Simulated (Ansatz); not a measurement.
## Rock-salt MgS: width of the whole s-p valence band by level of theory

No measured value is used here.

| level (code) | value (eV) |
|---|---|
| LDA (Ansatz) | 12.65 |
| BLYP (Ansatz) | 12.61 |
| PBE (Ansatz) | 12.67 |
| PBEsol (Ansatz) | 12.68 |
| RPBE (Ansatz) | 12.65 |
| r²SCAN (Ansatz) | 13.19 |
| B3LYP (VWN-RPA form) (Ansatz) | 13.69 |
| HSE06 (Ansatz) | 13.96 |
| PBE0 (Ansatz) | 14.02 |

Widths are read from band energies on the run's k points.  Values are at the measured cell. Cutoffs and k meshes differ between the levels. Ansatz's density-functional and Hartree–Fock values are scalar-relativistic unless marked +SOC, with PAW data made under PBE.

Ansatz is an electronic-structure program.
